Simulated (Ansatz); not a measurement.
A made-up structure of C₂H₄B, doublet:

| atom | x (Å) | y (Å) | z (Å) |
| --- | --- | --- | --- |
| B1 | 0.0676 | -0.0268 | 0.0486 |
| C2 | -1.0807 | 0.4264 | -0.7773 |
| C3 | 1.0672 | -0.4212 | 0.7675 |
| H4 | -2.0049 | -0.0890 | -0.7158 |
| H5 | -0.9655 | 1.2613 | -1.4201 |
| H6 | 1.7495 | -1.1969 | 0.4222 |
| H7 | 1.2700 | 0.0055 | 1.7489 |

It is relaxed with PBE-D4/def2-SVP and then PBE0-D4/def2-TZVP (Ansatz 0.2.0). Atoms count as bonded within 1.22 times the sum of their covalent radii (H–H: 0.88 Å). The end point is not checked to be a true minimum.

Q: Does its bonding change? (A judgement: the text doesn't fix the answer.)

A: By the calculation: No: no bond forms or breaks.

Where it ends: The first stage lowers the energy by 0.89 eV in 13 steps. It ends as C₂H₄B ([CH2][B][CH2]):
| atom | x (Å) | y (Å) | z (Å) |
| --- | --- | --- | --- |
| B1 | 0.0147 | -0.0059 | 0.0106 |
| C2 | -1.0878 | 0.4293 | -0.7824 |
| C3 | 1.1172 | -0.4409 | 0.8036 |
| H4 | -1.8461 | -0.2546 | -1.1490 |
| H5 | -1.2283 | 1.4680 | -1.0623 |
| H6 | 1.4982 | -1.4560 | 0.7624 |
| H7 | 1.6351 | 0.2193 | 1.4913 |

Labels in which every atom is bracketed show which atoms are joined, not bond orders.

For scale, one of the runs: PBE0-D4/def2-TZVP relaxation, 117 basis functions, launched by `ansatz run in.yaml --threads 2 --pin off --events-out ev --progress --plain --max-ram 4352MiB`. The run took about 23 s on 2 CPU threads of an Arm Neoverse V1 (shared host).
